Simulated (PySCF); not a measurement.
System: C2H5O (charge 0, doublet). It need not be the lowest isomer of its formula. SMILES: [CH2]OC
Geometry from a B3LYP-D3(BJ)/def2-TZVP (Ansatz) optimisation:
```
O
C 1 1.3519
H 2 1.0790 1 114.02
H 2 1.0842 3 121.78 1 -153.23
C 1 1.4201 2 115.23 3 -176.73
H 5 1.0876 1 107.01 2 177.56
H 5 1.0936 6 109.69 1 -120.06
H 5 1.0948 6 109.52 7 -119.96
```
Charge 0, spin multiplicity 2.

Dispersion corrections to the total energy (kcal/mol) from the dftd3 and dftd4 libraries through PySCF: D3(BJ) without and D4 with the three-body term, each with the damping fitted for the functional named.

| functional | D3(BJ) | D4 |
|---|---|---|
| CAM-B3LYP | -1.54 | -1.63 |
| BHLYP | ___ | -2.10 |
| TPSSh | -2.48 | -2.49 |
| LC-wPBE | -1.93 | -2.22 |
| B3LYP | ___ | -3.23 |
| HF | ___ | -8.60 |
| HSE06 | -1.28 | -1.52 |

Question: Complete the blanks.

Answer: 
- BHLYP, D3(BJ): -2.79
- B3LYP, D3(BJ): -3.76
- HF, D3(BJ): -20.58
